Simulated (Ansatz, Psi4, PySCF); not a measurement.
Gas-phase reaction in SMILES: CCl (CH3Cl) [chloromethane] → [CH2]Cl (CH2Cl) + H atom (the C-H bond breaks)

Wanted: bond dissociation energy (electronic), in kcal/mol. Set-up: six Cartesian d functions in 6-31G* and its kin unless marked 5d; dispersion terms only where a functional's name holds one; 6-311+G** with 5d, 6d on Na to Ar in Ansatz (a program for electronic structure); UHF or UKS for open shells; LANL2DZ with its own core potentials from Na on; spin-orbit terms left out; non-relativistic; valence correlation only. CBS(X,Y): correlation extrapolated as X^-3; Hartree-Fock from the larger set. First-principles rows: single points at B3LYP-D3(BJ) geometries (Ansatz).

Coupled cluster (Ansatz) is a level with limits of its own, used here on species with T1 under 0.025 (0.045 for open shells) and stable references: CCSD(T)/CBS(def2-TZVPPD,def2-QZVPPD).

Value to compare with, CCSD(T)/CBS(def2-TZVPPD,def2-QZVPPD) (Ansatz): 107.1 kcal/mol.

```csv
level,program,bond dissociation energy (electronic) (kcal/mol),difference
HF/6-31G*,Ansatz,84.2,-22.9
HF/6-311+G**,Ansatz,83.7,-23.4
SVWN5/6-31G*,Ansatz,115.6,8.5
PBE/6-31G*,Ansatz,104.8,-2.3
BLYP/6-31G*,Ansatz,105.1,-2.0
BP86/6-31G* (5d),PySCF,107.3,0.2
B3LYP/6-31G*,Ansatz,106.7,-0.4
B3LYP/6-311+G**,Ansatz,105.4,-1.7
PBE0/6-311+G**,Ansatz,103.6,-3.5
M06-2X/6-311+G**,PySCF,107.1,0.0
wB97X-D/6-31G*,Psi4,107.4,0.3
MP2/STO-3G,Ansatz,123.4,16.3
MP2/3-21G,Ansatz,103.0,-4.1
MP2/LANL2DZ,Ansatz,99.6,-7.5
PBE0/def2-TZVPD,Ansatz,102.5,-4.6
wB97M-V/def2-TZVPD,Ansatz,106.3,-0.8
B2PLYP-D3(BJ)/def2-TZVPD,Ansatz + dftd3,104.5,-2.6
```

4 of the 14 habitual levels lie above CCSD(T)/CBS(def2-TZVPPD,def2-QZVPPD) (Ansatz); their mean absolute difference is 6.6 kcal/mol, the median 2.9.

The levels are drawn from those run, B3LYP/6-31G* more often than the rest, none by its result; runs whose electronic state is in doubt are left out.
